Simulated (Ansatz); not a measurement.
Results of r²SCAN+U (ortho-atomic projectors) (Ansatz, a program for electronic structure, plane waves, PAW) for hematite (α-Fe2O3).

Settings: plane-wave cutoff 1060 eV, 8×8×8 k mesh, Fermi–Dirac smearing 0.01 eV, U_eff Fe 5.3 eV, spin-polarised with opposed moments, scalar-relativistic PAW data made under PBE.

Starting structure:

```xyz
10
Lattice="2.5200 -1.4549 -4.5833 -2.5200 -1.4549 -4.5833 0.0000 2.9098 -4.5833" Properties=species:S:1:pos:R:3 pbc="T T T"
Fe     0.0000     0.0000   -11.7562
Fe     0.0000     0.0000    -4.8812
Fe     0.0000     0.0000    -1.9937
Fe     0.0000     0.0000    -8.8687
O      0.9778     1.4549    -5.7292
O     -1.7489     0.1193    -5.7292
O     -0.9778    -1.4549    -8.0208
O     -0.7711     1.5742    -8.0208
O      1.7489    -0.1193    -8.0208
O      0.7711    -1.5742    -5.7292
```

Q: Into what structure does the relaxation of cell and atoms lead at this level, with the symmetry of the start kept?

A: The volume grows by 1.8 %; final space group R-3c.
```xyz
10
Lattice="2.5382 -1.4654 -4.5982 -2.5382 -1.4654 -4.5982 0.0000 2.9309 -4.5982" Properties=species:S:1:pos:R:3 pbc="T T T"
Fe     0.0000     0.0000   -11.7864
Fe     0.0000     0.0000    -4.8890
Fe     0.0000     0.0000    -2.0083
Fe     0.0000     0.0000    -8.9056
O      0.9957     1.4654    -5.7478
O     -1.7670     0.1296    -5.7478
O     -0.9957    -1.4654    -8.0469
O     -0.7712     1.5951    -8.0469
O      1.7670    -0.1296    -8.0469
O      0.7712    -1.5951    -5.7478
```
